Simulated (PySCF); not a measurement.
A GIAO shielding run with PySCF 2.14 (density fitting, non-relativistic, gas phase) on SMILES P, H3P:

```
$ OMP_NUM_THREADS=1 python probes_run.py task.json out

{"job": {"kind": "nmr", "xc": "B3LYP", "basis": "def2-TZVPP", "pop": false}, "charge": 0, "multiplicity": 1}
P     -0.001477     0.003466     0.570380
H     -0.558658     1.008622    -0.205648
H      1.158342    -0.016325    -0.189555
H     -0.587973    -0.990990    -0.198030
```

Hardware: 1 thread of an Intel Xeon, shared host.

Problem. How large is the calculation?

Solution. 18 electrons, 84 basis functions and 213 auxiliary functions.

Problem. How long does it take?

Solution. 0.98 s of wall time, with 10 SCF cycles and 4 response iterations. Times on a shared host scatter by some tens of per cent.

Problem. And these other runs on the same molecule and hardware: GIAO shielding at B3LYP/aug-pcSseg-1; GIAO shielding at B97-2/aug-pcSseg-1; GIAO shielding at B97-2/def2-TZVPP; GIAO shielding at B97-D/aug-pcSseg-1; GIAO shielding at B97-D/def2-TZVPP; GIAO shielding at BHandHLYP/aug-pcSseg-1?

Solution. B3LYP/aug-pcSseg-1: 60 functions, 0.68 s; B97-2/aug-pcSseg-1: 60 functions, 0.69 s; B97-2/def2-TZVPP: 84 functions, 0.93 s; B97-D/aug-pcSseg-1: 60 functions, 0.91 s; B97-D/def2-TZVPP: 84 functions, 1.2 s; BHandHLYP/aug-pcSseg-1: 60 functions, 0.66 s.
